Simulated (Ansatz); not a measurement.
Results of r²SCAN (PAW; Ansatz, a program for electronic structure) for tetradymite Bi2Te3.

Run with plane-wave cutoff 560 eV, 10×10×10 k mesh, Fermi–Dirac smearing 0.01 eV, scalar-relativistic PAW data made under PBE.

The cell is scaled about its equilibrium volume:

Shape and atoms are relaxed at each volume.

```
V (Å³/atom)  P (GPa)  direct gap at Γ (eV)   c (Å)  a (Å)
-----------  -------  --------------------  ------  -----
34.968          0.95                 0.702  31.387  4.393
35.696          0.41                 0.784  31.832  4.407
36.425          0.00                 0.873  32.307  4.419
37.153         -0.27                 0.973  32.845  4.426
37.882         -0.43                 1.075  33.426  4.431
```

A straight line through the gaps at Γ against ln V gives a volume deformation potential dE_g(Γ)/d ln V of 4.7 eV: the gap at Γ narrows under compression.

Note: for a layered or molecular solid the relaxed cell lies over 5 % above the published volume, where the minimum can be shallow; the cell comes from a level without a dispersion term, which matters for the spacing of layers, chains or molecules; the bulk modulus comes from volumes at which shape and atoms were relaxed.

Spin–orbit coupling is not included; with these elements it can move the gap by several tenths of an eV or more.
